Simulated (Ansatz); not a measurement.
ZrSe3 (P2₁/m, No. 11)

Method: r²SCAN+SOC in Ansatz (PAW).

Settings: plane-wave cutoff 560 eV, 6×10×4 k mesh (along the axes of the cell as run), Fermi–Dirac smearing 0.01 eV, PAW data made under PBE.

Cell (measured lattice):

```
CELL_PARAMETERS angstrom
      5.41000     0.00000     0.00000
      0.00000     3.77000     0.00000
     -1.23347     0.00000     9.36915
ATOMIC_POSITIONS crystal
  Se 0.88800 0.75000 0.16900
  Se 0.11200 0.25000 0.83100
  Se 0.45500 0.75000 0.17500
  Se 0.54500 0.25000 0.82500
  Zr 0.71500 0.25000 0.34300
  Zr 0.28500 0.75000 0.65700
  Se 0.76400 0.75000 0.55300
  Se 0.23600 0.25000 0.44700
```

```yaml
band_gap: 0.54 eV (indirect)
smallest_direct_gap_on_the_k_points_sampled: 0.89 eV
direct gap at Γ: 1.04 eV
```

Measured, for comparison: band gap 1.1 eV (temperature not stated, no zero-point or thermal correction, indirect, absorption, single crystal; as tabulated in Patel et al., Bull. Mater. Sci. 28, 405 (2005)). Computed (rounded) less measured: band gap -0.56 eV.

Note: cell and atoms aren't relaxed at this level (largest force component 0.13 eV/Å, pressure 1.9 GPa).

The computed numbers hold no vibrational or temperature effects.

It cost very roughly 29 core-minutes of CPU time.

Ansatz is an electronic-structure program.
